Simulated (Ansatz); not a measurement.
in.yaml

```yaml
crystal:
  periodic: [false, false, false]
  atoms:
    - {symbol: As, position_ang: [-0.046691, 0.000000, 1.191492]}
    - {symbol: As, position_ang: [0.019756, 0.000000, -1.227241]}
    - {symbol: H, position_ang: [1.001081, -1.099608, 1.328645]}
    - {symbol: H, position_ang: [1.001079, 1.099610, 1.328645]}
basis:
  gaussian: {orbitals: cc-pVDZ, fitting: {mean_field: def2-universal-jkfit}}
magnetization: {spin_polarized: false, initial_magnetization: 4}
correlation: {method: qcisd_t, electrons: outside_noble_gas}
```

```sh
$ ansatz run in.yaml --threads 1 --pin off --events-out ev --progress --plain --max-ram 2393MiB
```

What does the program do with this input?

Refused. The input was made wrong on purpose (a method name that the input doesn't accept), so the run isn't a sound calculation of what was asked.
```
Error: YAML parse error: error: line 11 column 23: unknown variant `qcisd_t`, expected one of mp2, rpa, ccsd, ccsd_t, bccd, bccd_t, ccsdt, ccsdt_q, ccsdt_q_b, ccsdtq, fci, sc_nevpt2, fic_nevpt4_sd, fic_mrcisd_q, fic_mrcisd_q_relaxed
  --> <input>:11:23
   |
 9 |   gaussian: {orbitals: cc-pVDZ, fitting: {mean_field: def2-universal-jkfit}}
10 | magnetization: {spin_polarized: false, initial_magnetization: 4}
11 | correlation: {method: qcisd_t, electrons: outside_noble_gas}
   |                       ^ unknown variant `qcisd_t`, expected one of mp2, rpa, ccsd, ccsd_t, bccd, bccd_t, ccsdt, ccsdt_q, ccsdt_q_b, ccsdtq, fci, sc_nevpt2, fic_nevpt4_sd, fic_mrcisd_q, fic_mrcisd_q_relaxed
```
